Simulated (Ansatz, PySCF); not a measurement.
Molecule: hydrazine, N2H4, net charge 0, singlet state. 
Structure (B3LYP-D3(BJ)/def2-TZVP (Ansatz, a first-principles code) minimum search):
```
N
H 1 1.0116
H 1 1.0154 2 108.30
N 1 1.4300 2 107.93 3 122.00
H 4 1.0116 1 107.93 2 150.52
H 4 1.0154 5 108.30 1 -122.00
```

Dipole moments at this geometry, in debye (magnitudes).

```json
[
 {"level": "B3LYP/def2-TZVPD", "program": "Ansatz", "dipole (D)": "?"},
 {"level": "BHLYP/def2-TZVPD", "program": "Ansatz", "dipole (D)": "1.94"},
 {"level": "PW6B95/def2-TZVPD", "program": "PySCF", "dipole (D)": "1.89"},
 {"level": "M06-2X/def2-TZVPD", "program": "PySCF", "dipole (D)": "1.91"},
 {"level": "CCSD(T)/aug-cc-pVDZ", "program": "Ansatz", "dipole (D)": "?"}
]
```

### Question
Fill in the missing entries.

### Answer

- B3LYP/def2-TZVPD, dipole (D): 1.90
- CCSD(T)/aug-cc-pVDZ, dipole (D): 1.91

Measured: 1.75 D (NIST CCCBDB, as tabulated in the package chemicals), a vibrational average, which may belong to another conformer or a mix. This is an older compilation, not checked against later work.
